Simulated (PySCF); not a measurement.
## Vertical excitation energies

Species: 1-hexyne, C6H10.
SMILES: `C#CCCCC`

The calculation used TDDFT wB97X-D/def2-SVPD, vertical, gas phase, core orbitals frozen in the response in PySCF 2.14.0, density-fitted response routines. Geometry: PBE0-D3(BJ)/def2-SVP, one conformer, isolated molecule. Torsions of this conformer, `[CH:1]#[C:2][CH2:3][CH2:4][CH2:5][CH3:6]`: C2–C3–C4–C5 180°, C3–C4–C5–C6 180°.

```
state  E (eV)  ν̃ (cm⁻¹)       f  |μ| (D)  symmetry     main configurations (H = HOMO, L = LUMO)
   S1    6.61      53270  0.0000     0.01         –      H→L+4 (37%), H-1→L+3 (30%), H→L+2 (17%)
   S2    6.86      55320  0.0025     0.31        A′    H→L+3 (45%), H-1→L+4 (28%), H-1→L+2 (13%)
   S3    6.87      55400  0.0003     0.11         –       H-1→L+3 (61%), H→L+4 (18%), H→L+2 (8%)
   S4    7.66      61790   0.044     1.23        A″          H→L (45%), H→L+1 (36%), H→L+2 (13%)
   S5    7.71      62180   0.058     1.41        A′    H-1→L (48%), H-1→L+1 (34%), H-1→L+2 (12%)
   S6    8.64      69710   0.014     0.66        A″        H→L+5 (47%), H→L+2 (22%), H→L+4 (13%)
   S7    8.66      69850   0.053     1.27        A′    H-1→L+5 (41%), H-1→L+2 (26%), H-1→L (11%)
   S8    9.02      72780   0.014     0.63        A′  H-1→L+2 (28%), H-1→L+1 (24%), H-1→L+7 (13%)
   S9    9.06      73050   0.018     0.72        A″        H→L+2 (28%), H→L+5 (23%), H→L+4 (16%)
  S10    9.11      73470   0.158     2.14        A′    H-1→L+5 (26%), H-1→L (19%), H-1→L+8 (14%)
```

Triplets (Tamm–Dancoff): T1 5.47 eV, H→L+3 (42%), H-1→L+4 (28%), H-1→L+2 (12%); T2 6.05 eV, H-1→L+3 (37%), H→L+4 (32%), H→L+2 (14%); T3 6.05 eV, H→L+3 (45%), H-1→L+4 (28%), H-1→L+2 (12%); T4 6.64 eV, H-1→L+3 (52%), H→L+4 (24%), H→L+2 (11%).

The lowest singlet lies at 6.61 eV (188 nm, vacuum ultraviolet) and is dark (f under 0.0005); its leading configuration is HOMO→LUMO+4 (37%). The most intense listed level is S10 at 9.11 eV (136 nm, f = 0.158), 2.50 eV above S1. It is the last of those listed, so stronger ones may follow. S2/S3 lie within about 0.01 eV of each other. Löwdin shares by element: HOMO (one of a set within 0.03 eV) carbon 89% or more; LUMO carbon 44% or more (atoms not listed hold the other 56%). Weighted by f, the mean energy of these states is 8.60 eV. The oscillator strengths of these states sum to 0.362; summed over the whole spectrum of an exact calculation they would give the number of electrons, 46 (Thomas–Reiche–Kuhn). The listed states span 2.50 eV, and the widest gap between neighbours is 0.93 eV (S5 to S6). No computed singlet lies in the visible range (380 to 750 nm); the lowest, at 188 nm, stands 3.34 eV above its violet end (3.26 eV). All these states lie below the vertical ionisation energy of 10.01 eV (ΔSCF). Symmetry labels in Cs follow from the direction of the transition dipole and are given only for states with f of 0.002 or more. Only the lowest 10 singlets were computed, as vertical energies without vibronic structure.
